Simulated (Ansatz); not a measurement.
A nudged elastic band was laid between two geometries of BH4O (6 atoms, charge 0, multiplicity 2).

Computed with UKS BHLYP-D4/6-31G* (Ansatz 0.2.0).

| Quantity | Value |
| --- | --- |
| movable images | 5 |
| climbing image | yes |
| spring | 5.0 eV/Å² |
| optimiser | quadratic models (default) |
| start path | through a guess of the saddle point |
| force threshold | 0.05 eV/Å |
| iteration limit | 60 |
| end points | relaxed |

First end point:

```xyz
6
Properties=species:S:1:pos:R:3
B 0.112 0.024 0.747
H 0.074 -1.216 0.414
H 0.845 0.698 0.104
H -1.003 -0.267 0.178
O 0.033 0.269 2.092
H -0.576 -0.309 2.552
```

Last end point:

```xyz
6
Properties=species:S:1:pos:R:3
B -0.259 0.026 0.203
H 0.829 -0.903 1.848
H 0.761 0.452 -0.238
H -1.276 0.643 0.243
O 0.095 -0.284 1.827
H -0.665 -0.735 2.205
```

Q: What changes between the two ends?

A: Bonds broken: B1–H2. Bonds formed: H2–O5.

Q: What energy profile does the band end with?

A: It converged. The highest image is number 3 of 0 to 6, 1.41 eV above the first end and 0.42 eV above the last; the last end lies 0.99 eV above the first. The profile has 2 maxima (images 1, 3) with wells between them (image 2): this band takes more than one step, which may be the mechanism or a detour left from its start path. Neighbouring images differ by up to 1.3 eV, so the band resolves the path poorly. A vibrational analysis at the climbing image gives one clearly imaginary mode, 1365i cm⁻¹: a first-order saddle point.

```csv
image,path coordinate (Å),energy (eV),B1–H2 (Å),H2–O5 (Å)
0,0.00,0.00,1.28,2.24
1,0.90,0.28,1.38,2.53
2,1.79,0.13,1.38,2.00
3,2.69,1.41,1.49,1.11
4,3.13,1.11,1.93,0.96
5,3.56,1.01,2.17,0.96
6,4.00,0.99,2.18,0.96
```

Q: What is the geometry of the highest image?

A: 
```xyz
6
Properties=species:S:1:pos:R:3
B -0.009 -0.051 0.373
H 0.573 -0.813 1.513
H 0.747 0.723 -0.098
H -1.083 -0.352 -0.028
O 0.036 0.036 1.988
H -0.778 -0.344 2.339
```

Time of the run: 2.7 min on 1 thread of Arm Neoverse V2, with other jobs on the host, peak memory 0.1 GiB.
